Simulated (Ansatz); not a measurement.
Frontier orbitals of `C#CF`.

```xyz
4

C    -0.1919    0.3325    0.5220
C     0.1615   -0.2793   -0.4386
F     0.5380   -0.9306   -1.4615
H    -0.5075    0.8774    1.3781
```

Charge 0, multiplicity 1. All single points use the PBE0-D4/def2-TZVP geometry. Basis def2-TZVPP, the Gaussian-basis code of Ansatz.

Orbital energies of one run (eV). Highest occupied ones, from the top: -9.74, -9.74, -16.48, -16.48, -16.48, -19.51, -23.27, -37.85, -279.17, -281.50, -675.95. Empty: 2.20, 2.70, 2.70, 3.16, 5.64, 6.76.

(1) Which functional gave them?
A. PBE
B. HSE06 (plane-wave form)
C. r2SCAN0
D. CAM-B3LYP

Answers

(1) D. HOMO energies: CAM-B3LYP -9.74, r2SCAN0 -8.48, PBE -6.95, HSE06 -7.90 eV.
